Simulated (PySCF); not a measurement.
# Electron detachment from ethynide

Molecule: `[C-]#C` ([C2H]-). Atom numbers as in the mapped SMILES `[C-:1]#[CH:2]`.

Level of theory: PBE0-D3(BJ)/ma-def2-TZVP single points in PySCF, grid level 2; every species was optimised with PBE0-D3(BJ)/ma-def2-SVP. Thermal corrections: PBE0-D3(BJ)/ma-def2-SVP frequencies, unscaled, ideal gas at 298.15 K and 1 bar, quasi-RRHO entropy.

Frontier levels of the parent: HOMO -0.98 eV, LUMO 4.15 eV.

Oxidation to the radical:
* Vertical detachment energy (electronic): 3.03 eV
* Adiabatic detachment energy (with zero-point energy): 2.93 eV
* Adiabatic, electronic part: 2.92 eV
* Vertical gap at the product's structure: 2.89 eV
* Inner reorganisation energy (four-point): 144 meV
* Relaxation of product / of parent: 116 / 28 meV
* ⟨S²⟩ of the product: 0.789
* Largest spin populations: C1 1.24, C2 -0.27
* Largest changes of atomic charge: C1 0.62, C2 0.29, H (on C2) 0.10
* Distances that move most (Å): C1–C2 1.251 → 1.213

Against the Active Thermochemical Tables (version 1.112): detachment energy to the radical 2.97 (computed 2.93, error -0.04) eV.

Known limits: the split of the reorganisation energy is sensitive to the structures, which come from another level (PBE0-D3(BJ)/ma-def2-SVP).
